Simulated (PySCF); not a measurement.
The isolated species nitrosyl fluoride (`O=NF`) is ionised with Al Kα (hν = 1486.6 eV). Calculated photoelectron kinetic energies of its computed core levels, recoil neglected:

```
line  kinetic energy (eV)
   1              1073.56
   2               943.25
   3               794.36
```

Computed with delta-SCF UKS SCAN, pcX-2 on the ionised atom, pcseg-1 elsewhere, spin-free X2C (PySCF 2.14.0).

**Question.** Which element, shell and site does each line come from? Numbering: `[O:1]=[N:2][F:3]`.

**Answer.** Against the vacuum level, binding energy = hν − kinetic energy.

```
line  binding energy (eV)  level  atoms                 environment
   1               413.04   N 1s     N2  nitrogen bonded to F and O
   2               543.35   O 1s     O1          oxygen bonded to N
   3               692.24   F 1s     F3        fluorine bonded to N
```

**Question.** Where does line 3 move with hν = 1253.6 eV?

**Answer.** To 1253.6 − 692.24 = 561.36 eV; every photoline shifts by the change in photon energy, -233.0 eV.

**Question.** Express the binding energy of F 1s of F3 in atomic units and per mole.

**Answer.** 692.24 eV = 25.4394 Eh = 66791 kJ/mol.

Other core shells, valence and Auger electrons aren't listed. Spin contamination (⟨S²⟩ against 0.75 for a pure doublet) is marked for N 1s of N2 (atom 2) (0.86), which makes this value less certain. Isolated species at its GFN2-xTB geometry, gas phase.

Cost: about 7 s of CPU time on one thread; the machine was shared, so the figure is rough.
